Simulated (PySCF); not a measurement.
**NO⁺ from Hartree–Fock to correlated methods**

State: ¹Σ⁺ (singlet), closed shell. Set-up: basis N def2-TZVPPD, O def2-TZVPPD; no relativity; PySCF 2.14. De refers to N + O⁺ in their high-spin ground configurations, without counterpoise correction. A positive dipole points towards O; it is taken about the centre of mass and depends on that origin.

```json
{"Level": "RHF", "Re (Å)": "1.026", "ωe (cm⁻¹)": "2843", "De (eV)": "5.44", "μ (D)": "-0.53", "CPU s a point (SCF and correlation, without the integrals)": "0.24"}
{"Level": "RHF-MP2", "Re (Å)": "1.081", "ωe (cm⁻¹)": "2164", "De (eV)": "11.10", "μ (D)": "n/a", "CPU s a point (SCF and correlation, without the integrals)": "0.36"}
{"Level": "RHF-SCS-MP2", "Re (Å)": "1.076", "ωe (cm⁻¹)": "2233", "De (eV)": "11.15", "μ (D)": "n/a", "CPU s a point (SCF and correlation, without the integrals)": "n/a"}
{"Level": "RHF-CCSD", "Re (Å)": "1.059", "ωe (cm⁻¹)": "2471", "De (eV)": "10.06", "μ (D)": "n/a", "CPU s a point (SCF and correlation, without the integrals)": "n/a"}
{"Level": "RHF-CCSD(T)", "Re (Å)": "1.068", "ωe (cm⁻¹)": "2362", "De (eV)": "10.48", "μ (D)": "n/a", "CPU s a point (SCF and correlation, without the integrals)": "3.6"}
{"Level": "PBE", "Re (Å)": "1.070", "ωe (cm⁻¹)": "2363", "De (eV)": "12.02", "μ (D)": "-0.33", "CPU s a point (SCF and correlation, without the integrals)": "0.68"}
{"Level": "PW91", "Re (Å)": "1.069", "ωe (cm⁻¹)": "2366", "De (eV)": "11.99", "μ (D)": "-0.33", "CPU s a point (SCF and correlation, without the integrals)": "0.5"}
{"Level": "BLYP", "Re (Å)": "1.071", "ωe (cm⁻¹)": "2337", "De (eV)": "11.86", "μ (D)": "-0.35", "CPU s a point (SCF and correlation, without the integrals)": "0.47"}
{"Level": "r²SCAN", "Re (Å)": "1.059", "ωe (cm⁻¹)": "2454", "De (eV)": "10.73", "μ (D)": "-0.35", "CPU s a point (SCF and correlation, without the integrals)": "0.91"}
{"Level": "B3LYP", "Re (Å)": "1.056", "ωe (cm⁻¹)": "2484", "De (eV)": "11.18", "μ (D)": "-0.38", "CPU s a point (SCF and correlation, without the integrals)": "0.96"}
{"Level": "PBE0", "Re (Å)": "1.054", "ωe (cm⁻¹)": "2529", "De (eV)": "10.94", "μ (D)": "-0.37", "CPU s a point (SCF and correlation, without the integrals)": "1.8"}
{"Level": "B97-3", "Re (Å)": "1.054", "ωe (cm⁻¹)": "2528", "De (eV)": "11.11", "μ (D)": "-0.38", "CPU s a point (SCF and correlation, without the integrals)": "0.71"}
{"Level": "BHandHLYP", "Re (Å)": "1.041", "ωe (cm⁻¹)": "2656", "De (eV)": "9.90", "μ (D)": "-0.43", "CPU s a point (SCF and correlation, without the integrals)": "0.72"}
{"Level": "CAM-B3LYP", "Re (Å)": "1.052", "ωe (cm⁻¹)": "2536", "De (eV)": "11.14", "μ (D)": "-0.38", "CPU s a point (SCF and correlation, without the integrals)": "1.5"}
```

Which functional lies closest to RHF-CCSD(T) in De, which farthest, and by how much do they differ from it?

Closest is r²SCAN (-0.9 pm in Re, +3.9 % in ωe, +0.25 eV in De against RHF-CCSD(T) in the same basis), farthest PBE (+0.2 pm in Re, +0.0 % in ωe, +1.54 eV in De). CCSD(T) converges more slowly with the basis than the functionals do and binds too weakly in this one, so the order can change at the basis-set limit.

What does the step from GGA to meta-GGA do here, going from PBE to r²SCAN?

r²SCAN less PBE: -1.1 pm in Re, +3.9 % in ωe, -1.29 eV in De. 

What does the three-parameter hybrid form, with a fifth of exact exchange, do here, going from BLYP to B3LYP?

B3LYP less BLYP: -1.5 pm in Re, +6.3 % in ωe, -0.68 eV in De. Exact exchange removes part of the self-interaction that spreads semilocal densities, and in most molecules shortens and stiffens the bond and lowers De; so it does here.

Measured (Huber and Herzberg, Constants of Diatomic Molecules (1979)): Re = 1.06322 Å, ωe = 2376.42 cm⁻¹.

Correlated steps freeze 2 core orbitals. For an ion De counts to the pair picked by the measured ionisation energies or electron affinities, which need not be the lowest pair at this level. Where the molecule has an RHF reference, its open-shell atoms are computed with UHF.

The whole job (state search and all levels along the bond) took about 2.8 min on 1 thread of Intel Xeon Platinum 8375C @ 2.90GHz (shared host), peak memory 1.4 GiB.
